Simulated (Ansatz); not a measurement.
**MgNaH (singlet): wave-function methods side by side at distance Na1–Mg2 = 5.528 Å, cc-pVTZ**

One table from this session's results is given with a row withheld; the runs are named, their logs left out.

Program: Ansatz 0.2.0, Gaussian basis. Level of theory: cc-pVTZ, core rule «outside noble gas», up to 10 orbitals frozen. These are calculated values, not measurements.

The runs, in order: UHF; CCSD(T) on RHF; CCSD(T) on UHF; BCCD(T) on RHF; CCSDT(Q) on RHF; CCSDT(Q) on UHF; Full CI.

40 further runs of the same task are left out: 23 for a known fault of the program, 13 that didn't finish, 4 set aside as unsound or not needed. Runs told in other sessions of the task aren't counted.

## The system

The geometry derives from a PBE0/def2-TZVP stationary point (not a proven minimum). One bond is set to the value named and the two fragments are kept rigid.

3 atoms, charge 0, spin multiplicity 1.

Atoms are counted from 1 here; the program's logs count them from 0.

Bond lengths: Mg2–H3 1.747 Å.

The first run:

in.yaml

```yaml
crystal:
  periodic: [false, false, false]
  atoms:
    - {symbol: Na, position_ang: [0.000000, 0.000000, 4.267800]}
    - {symbol: Mg, position_ang: [0.000000, 0.000000, -1.260200]}
    - {symbol: H, position_ang: [0.000000, 0.000000, -3.007600]}
basis:
  gaussian: {orbitals: cc-pVTZ}
magnetization: {spin_polarized: true, initial_magnetization: 0}
hamiltonian: {xc: hf}
output: {orbitals: {seedname: orbitals}}
```

On the command line:

```bash
ansatz run in.yaml --threads 1 --pin off --events-out ev --progress --plain --max-ram 2393MiB
```

Among the steps run: UHF; CCSD(T) on RHF; CCSD(T) on UHF; BCCD(T) on RHF; CCSDT(Q) on RHF; CCSDT(Q) on UHF; Full CI.

One of the session's tables, all rows but one given; the rest of the session is left out.

| method | from FCI (meV) |
| --- | --- |
| RHF | +2314.5 |
| UHF | +1239.1 |
| RMP2 | +779.0 |
| UMP2 | +379.6 |
| RCCSD | +97.0 |
| UCCSD | +67.0 |
| RCCSD(T) | +13.8 |
| UCCSD(T) | +46.2 |
| BCCD(T) | +15.3 |
| RCCSDT | +3.5 |
| UCCSDT | +8.6 |
| RCCSDT(Q) | +0.4 |
| UCCSDT(Q) | ? |
| FCI | 0 |

Q: Estimate the row for UCCSDT(Q) from the others.

**Answer.** from FCI (meV): +1.3. In the column «from FCI (meV)» it lies between RCCSDT(Q) (+0.4) and RCCSDT (+3.5).

The program flags RCCSDT(Q) as in doubt (see the logs), so those rows may rest on another solution.

Caveats from the session: The determinant of HF (⟨S²⟩ 0.97) is far from a pure spin state, so its energy mixes those of several spin states; that is harmless only where they are near-degenerate. The determinant of CCSD(T) (⟨S²⟩ 0.97) is far from a pure spin state, so its energy mixes those of several spin states; high orders of coupled cluster remove much of that, low ones don't. The report flags that the cluster equations may have other roots. The determinant of CCSDT(Q) (⟨S²⟩ 0.97) is far from a pure spin state, so its energy mixes those of several spin states; high orders of coupled cluster remove much of that, low ones don't. The program flags RCCSDT(Q) as in doubt, so those rows may rest on another solution. Restricted and unrestricted rows rest on different reference determinants; a gap between their highest levels can come from leftover correlation error, from unlike frozen cores or from another state.
